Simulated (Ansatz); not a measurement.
# SiH4S2: vertical ionisation energy

The task here is to estimate one member of a computed series from the others.

The runs use Ansatz 0.2.0, Gaussian basis; unrestricted cation, the program's frozen cores in correlated methods.

The runs, in order: UKS PBE-D4/def2-TZVPP; UKS r2SCAN-D4/def2-TZVPP; UKS PBE0-D4/def2-TZVPP; UKS B3LYP-D4/def2-TZVPP; UKS wB97X-V/def2-TZVPP; UKS wB97M-V/def2-TZVPP; UKS B2PLYP/def2-TZVPP; UHF-CCSD(T)/def2-TZVPP; UHF-MP2/def2-QZVPP; extrapolation to the limit; then −ε(HOMO) from the neutral's earlier runs with LDA (SPW92), PBE-D4, revPBE-D4, BLYP-D4, r2SCAN-D4, B97M-V, PBE0-D4, B3LYP-D4, r2SCANh-D4, r2SCAN0-D4, HSE06-D4, BHLYP-D4, CAM-B3LYP-D4, LC-ωPBE, ωB97X-V, ωB97M-V.

## The geometry

All runs share one geometry, relaxed beforehand with PBE0-D4 in a triple-zeta def2 set.

SMILES `S[SiH2]S`, 7 atoms, charge 0, spin multiplicity 1.

Atoms are counted from 1 here; the program's logs count them from 0.

Bond lengths: S1–Si2 2.137 Å, S1–H4 1.345 Å, Si2–S3 2.126 Å, Si2–H5 1.484 Å, Si2–H6 1.482 Å, S3–H7 1.344 Å. Angles: Si2–S1–H4 93.8°, S1–Si2–S3 108.8°, S1–Si2–H5 108.3°, S1–Si2–H6 113.2°, S3–Si2–H5 113.0°, S3–Si2–H6 104.0°, H5–Si2–H6 109.7°, Si2–S3–H7 94.4°.

Set-up of the first run:

The input, in.yaml:

```yaml
crystal:
  periodic: [false, false, false]
  atoms:
    - {symbol: S, position_ang: [-1.440883, -0.940065, -0.544925]}
    - {symbol: Si, position_ang: [0.000305, 0.422915, 0.249023]}
    - {symbol: S, position_ang: [1.560783, -0.688707, 1.171448]}
    - {symbol: H, position_ang: [-1.898587, -0.065625, -1.458219]}
    - {symbol: H, position_ang: [0.481349, 1.287367, -0.856997]}
    - {symbol: H, position_ang: [-0.535522, 1.264573, 1.345443]}
    - {symbol: H, position_ang: [1.893755, -1.348458, 0.048428]}
basis:
  gaussian: {orbitals: def2-TZVPP}
total_charge: 1
magnetization: {spin_polarized: true, initial_magnetization: 1}
hamiltonian: {xc: pbe, dispersion: d4}
```

Steps of the session up to this table: Cation, UKS PBE-D4/def2-TZVPP; Cation, UKS r2SCAN-D4/def2-TZVPP; Cation, UKS PBE0-D4/def2-TZVPP; Cation, UKS B3LYP-D4/def2-TZVPP; Cation, UKS wB97X-V/def2-TZVPP; Cation, UKS wB97M-V/def2-TZVPP; Cation, UKS B2PLYP (frozen core)/def2-TZVPP; Cation, UHF-CCSD(T)/def2-TZVPP; Cation, UHF-MP2/def2-QZVPP.

One of the session's tables, all rows but one given; the rest of the session is left out.

It belongs to the step «Ionisation energies side by side». For comparison, −ε(HOMO) of the neutral from earlier runs:

```
  functional  −ε(HOMO) (eV)
 LDA (SPW92)           6.41
      PBE-D4           6.31
   revPBE-D4           6.27
     BLYP-D4           6.15
   r2SCAN-D4           6.60
      B97M-V           6.70
     PBE0-D4           7.53
    B3LYP-D4           7.28
  r2SCANh-D4           7.05
  r2SCAN0-D4           7.72
    HSE06-D4           7.13
    BHLYP-D4           8.60
CAM-B3LYP-D4           8.84
     LC-ωPBE          10.24
     ωB97X-V              ?
     ωB97M-V           9.70
```

**Question.** Estimate the row for ωB97X-V.

**Answer.** −ε(HOMO) (eV): 9.88. In the column «−ε(HOMO) (eV)» it lies between ωB97M-V (9.70) and LC-ωPBE (10.24).
